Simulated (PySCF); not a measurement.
# 1-methylcyclopropanemethanol (CC1(CO)CC1, C5H10O)

Geometry (Å), atoms numbered from 1 in this order:
```xyz
16

C    -0.751   -1.474   -0.503
C    -0.195   -0.153   -0.029
C     1.176   -0.242    0.600
O     2.144   -0.749   -0.278
C    -0.491    1.086   -0.836
C    -1.136    0.885    0.505
H    -0.038   -1.966   -1.181
H    -1.704   -1.343   -1.036
H    -0.927   -2.152    0.348
H     1.148   -0.928    1.462
H     1.460    0.756    0.994
H     2.116   -0.208   -1.075
H    -1.113    0.982   -1.730
H     0.283    1.856   -0.920
H    -0.799    1.512    1.336
H    -2.201    0.639    0.535
```

Theory: PySCF 2.14.0, quadratic response CAM-B3LYP/def2-TZVPD first hyperpolarisability, Taylor convention, gas phase. Geometry: PBE0-D3(BJ)/def2-SVP.

Question: Give the tensor of the static β(0;0,0) in the axes of these coordinates.

Answer: In au, Taylor convention; rows are the first index (the induced dipole):
```
      xx     yy     zz    xy     xz     yz
x  +31.0   +9.8  +10.0  -8.9   -1.4   +3.6
y   -8.9  -17.0   -6.9  +9.8   +3.6  -18.0
z   -1.4  -18.0  -11.8  +3.6  +10.0   -6.9
```
Norm of βᵢ = ⅓ Σⱼ (βᵢⱼⱼ + βⱼᵢⱼ + βⱼⱼᵢ): 68.0 au, hyper-Rayleigh value 26.0 au.
